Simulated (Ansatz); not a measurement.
**CHSi−: one structure at several levels**

An exercise on one series of results from a longer session: the logs are not shown, and one member is left open.

Computed with Ansatz 0.2.0, Gaussian basis. Level: single points in def2-TZVPPD.

Cores are frozen in the correlated methods.

## The system as given

SMILES `C#[Si-]`, 3 atoms, charge -1, spin multiplicity 1.

Atoms are counted from 1 here; the program's logs count them from 0.

Bond lengths: C1–Si2 1.841 Å, C1–H3 1.031 Å. Angles: Si2–C1–H3 169.3°.

As a file:

```
C    -0.2022    0.0362   -0.1584
Si    1.2896   -0.7575    0.5725
H    -1.1321    0.3918   -0.4249
```

Set-up of the first run:

File run/in.yaml:

```yaml
crystal:
  periodic: [false, false, false]
  atoms:
    - {symbol: C, position_ang: [-0.202200, 0.036200, -0.158400]}
    - {symbol: Si, position_ang: [1.289600, -0.757500, 0.572500]}
    - {symbol: H, position_ang: [-1.132100, 0.391800, -0.424900]}
basis:
  gaussian: {orbitals: "def2-TZVPPD.json"}
total_charge: -1
correlation: {method: ccsd_t}
output: {forces: true}
```

The basis file named in the input lies beside it (Basis Set Exchange, JSON).

No record of the launch command was kept for these runs.

Among the steps run: CCSD(T)/def2-TZVPPD; PBE0-D4/def2-TZVPPD; wB97M-V/def2-TZVPPD; r2SCAN-D4/def2-TZVPPD; PBE-D4/def2-TZVPPD; BLYP-D4/def2-TZVPPD; SPW92/def2-TZVPPD.

One table of the session follows, with a row left open; its other results are not shown here.

| method | RMS force component (eV/Å) | angle to CCSD(T) forces (°) |
| --- | --- | --- |
| CCSD(T) | 2.806 | reference |
| PBE0-D4 | ? | ? |
| wB97M-V | 3.392 | 4.4 |
| r2SCAN-D4 | 3.128 | 2.2 |
| PBE-D4 | 2.996 | 0.6 |
| BLYP-D4 | 2.880 | 0.1 |
| SPW92 | 3.191 | 0.1 |

Q: Estimate the row for PBE0-D4 from the others.

The run gave: RMS force component (eV/Å): 3.252; angle to CCSD(T) forces (°): 2.9. In the column «RMS force component (eV/Å)» it lies between SPW92 (3.191) and wB97M-V (3.392).
